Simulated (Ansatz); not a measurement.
C₄H₄S, triplet, geometry from GFN2-xTB (a higher spin typed on purpose: for a closed-shell molecule this is an excited state); R2SCAN/STO-3G run with Ansatz (an electronic-structure program).

Here is a job for Ansatz.
Ansatz 0.2 input:
```yaml
crystal:
  periodic: [false, false, false]
  atoms:
    - {symbol: C, position_ang: [0.35092478, -1.44730662, 0.17002423]}
    - {symbol: C, position_ang: [-0.95647938, -1.13310453, 0.21903019]}
    - {symbol: C, position_ang: [-1.19845781, 0.28467556, 0.04537170]}
    - {symbol: S, position_ang: [0.28246175, 1.20363624, -0.18147496]}
    - {symbol: C, position_ang: [1.19697211, -0.29100648, -0.04441717]}
    - {symbol: H, position_ang: [0.77466952, -2.42903399, 0.27239484]}
    - {symbol: H, position_ang: [-1.77115108, -1.81720929, 0.36782085]}
    - {symbol: H, position_ang: [-2.14437716, 0.78394528, 0.04428006]}
    - {symbol: H, position_ang: [2.26371244, -0.27542949, -0.12095013]}
basis:
  gaussian:
    orbitals: STO-3G
hamiltonian:
  xc: r2scan
magnetization: {spin_polarized: false, initial_magnetization: 2}
```

Output, abridged:

```
Functional definition: r2SCAN
438 factors; integrals over basis functions are off by at most 2.9e-5 eV
mean field evaluation 1: about -14870.6753 eV, gradient 9.0e0 eV
mean field evaluation 2: about -14870.5758 eV, gradient 9.0e0 eV
mean field evaluation 4: about -14871.0563 eV, gradient 6.7e-1 eV
mean field evaluation 8: about -14871.0586 eV, gradient 2.7e-2 eV
mean field evaluation 16: about -14871.0586 eV, gradient 6.8e-6 eV
mean field -14871.05864909 eV, -546.5013253884 hartree, gradient 6.8e-6 eV, S^2 2.000000; 0 other end points of the search recorded, 0 dependent functions left out
reference -14871.05865496 eV, -546.5013256041 hartree; 23, 21 occupied and 10, 12 virtual orbitals, 438 factors
Total energy: -14871.05865496 eV, -546.5013256041 hartree
```
